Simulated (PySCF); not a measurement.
Molecule: `InChI=1S/C5H7F/c1-3-4-5(2)6/h3-4H,1H2,2H3/b5-4+`.

Cartesian coordinates in Å; atom numbers follow the order of the lines, from 1:
```xyz
13

C     2.2143   -0.1814   -1.1460
C     0.9770   -0.2953   -0.6729
C     0.4189    0.6211    0.2916
C    -0.8101    0.5643    0.8036
C    -1.9187   -0.3960    0.5595
F    -1.1601    1.5207    1.7048
H     2.8699    0.6119   -0.8273
H     2.6147   -0.8739   -1.8655
H     0.3460   -1.1037   -1.0150
H     1.0654    1.4226    0.6229
H    -1.6323   -1.1515   -0.1629
H    -2.1956   -0.8795    1.4967
H    -2.7937    0.1411    0.1928
```

Frames of a GFN2-xTB Langevin trajectory at 400 K; GIAO PBE0/pcSseg-1 shieldings in PySCF 2.14, gas phase, non-relativistic; equivalent atoms averaged within each frame.

Scale: 13C (σref 186.93) and 1H (σref 31.72) against TMS; CFCl3 for 19F (σref 170.95) (reference shieldings calculated alike). The references are static minima.

Question: How do the shifts (ppm) fluctuate along the trajectory?

Answer: 
```
         time (fs)     C4     C2     C1     C3    C5     F6    H9   H10    H8    H7
optimised geometry  171.7  138.2  122.1  117.2  16.8  -90.2  6.47  6.05  5.29  5.43
               250  189.4  143.7  129.7  128.4  19.6  -61.5  7.32  6.98  5.66  5.26
               425  170.6  136.6  119.7  127.9  18.2  -82.2  6.30  7.26  5.29  4.69
               625  180.7  128.7  117.7  125.1  27.7  -78.8  5.43  6.48  6.37  5.41
               800  158.4  140.8  123.1  118.0  20.6  -88.3  5.83  6.86  5.56  4.68
              1000  171.8  135.6  127.7  116.9  15.0  -74.2  6.60  6.36  6.22  5.82
    mean of frames  174.2  137.1  123.6  123.3  20.2  -77.0  6.29  6.79  5.82  5.17
standard deviation   11.6    5.7    5.1    5.5   4.7   10.1  0.73  0.37  0.46  0.49
```

5 frames give an uncertainty of the mean of about the standard deviation over 2.2 at best, since frames this close in time may not be independent; classical motion lacks zero-point vibration, and the reference would need the same averaging.
